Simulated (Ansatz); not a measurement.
The reference is Au in the fcc (Cu type) structure (space group Fm-3m, No. 225; a = 4.124 Å).

All numbers come from plane-wave PAW DFT at the r2SCAN level (Ansatz, a program for electronic structure, 500 eV), spin-orbit coupling left out.

One thing is altered: every Au is replaced by Ag; the structure is relaxed again.

Measured lattice parameter a: Au 4.062 Å (static lattice; corrected from measurement; as listed in Daniel Mejia-Rodriguez, S. B. Trickey, Phys. Rev. B (2018)); Ag 4.062 Å (static lattice; corrected from measurement; as listed in Daniel Mejia-Rodriguez, S. B. Trickey, Phys. Rev. B (2018)).

**Question.** How well does r2SCAN reproduce the measured shift?

**Answer.** With r2SCAN the lattice parameter a moves by -0.019 Å (4.124 → 4.105) against +0.000 Å measured.

No phonon test of stability was made.
